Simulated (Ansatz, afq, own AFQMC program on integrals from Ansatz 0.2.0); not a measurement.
# NH3, singlet in 6-31G, levels against full CI

```yaml
atoms:
  - { symbol: N, position_ang: [0.0003, -0.0001, -0.0667] }
  - { symbol: H, position_ang: [0.9385, 0.0130, 0.3137] }
  - { symbol: H, position_ang: [-0.4826, 0.8082, 0.3055] }
  - { symbol: H, position_ang: [-0.4607, -0.8202, 0.3074] }
```

Basis 6-31G. Noble-gas cores (and the filled d shells of Ga–Kr and In–Xe) are frozen. Ansatz 0.2.0 and our own AFQMC program on the same integrals; the CISD trial comes from CCSD amplitudes, and released means the phaseless constraint is let go. Free projection: walkers drawn from exp(T), propagated without any constraint. Its projection time is finite, and what remains of the start isn't in its error. Uncertainties: one standard error, sampling alone.

Determinant: RHF, the one that the program's search chose, which needn't be the lowest solution. The geometry is a PBE0/def2-TZVP stationary point of this or a neighbouring charge and spin state.

Full CI is exact in this basis; its frozen core comes from its own orbitals, which moves totals by up to a few meV.

Cautions: full CI with its own frozen core.

```
T1 diagnostic                               : 0.0058
weight of the determinant in the CISD state : 0.951
size of the correlated space                : 8 electrons in 14 orbitals
```

```tsv
level	correlation energy (eV)
MP2	-3.1505
CCSD	-3.4994
CCSD(T)	-3.5380
```

Question: Estimate where free-projection AFQMC lies against CCSD(T) on the same integrals.

Answer: 0.9 ± 0.5 kJ/mol below CCSD(T). The gap is under twice the noise, so this walk alone can't tell the two apart.

Reference: full CI, correlation energy -3.550 eV. The released energy is read at 1.50 1/Eh (meV from the phaseless value at times in 1/Eh: -9 ± 4 at 0.24, 0 ± 3 at 0.50, -2 ± 4 at 1.00, -1 ± 3 at 1.50). CCSDTQ lies 0.4 meV above full CI, in part by the other frozen core, which shifts every row alike, so rows that close can't be ranked against it.

| level | E − E(reference) (kJ/mol) | share of correlation (%) |
| --- | --- | --- |
| CCSD(T) | 1.1 | 99.67 |
| CCSDT | 0.8 | 99.77 |
| CCSDT(Q) | 0.0 | 100.00 |
| CCSDTQ | 0.0 | 99.99 |
| ph-AFQMC/HF | -1.9 ± 2.5 | 100.57 |
| ph-AFQMC/CISD | 0.1 ± 0.4 | 99.98 |
| released AFQMC | 0.0 ± 0.3 | 100.01 |
| free AFQMC | 0.2 ± 0.5 | 99.94 |

CCSDT and higher add their correlation energy to the determinant of the CCSD(T) run, since their own runs factorise the integrals more tightly (a shift of under 2 meV). Free projections are given only where their last times agree within the noise and don't stop above the reference; a slow remainder of the start can still hide under it. A walk keeps the symmetry of its determinant, which the program's search chose and which needn't be the lowest solution, so a lower state of the same spin and another symmetry isn't excluded. Released energies are given only where the last usable release times agree within the noise; a slower fall can still hide under it.
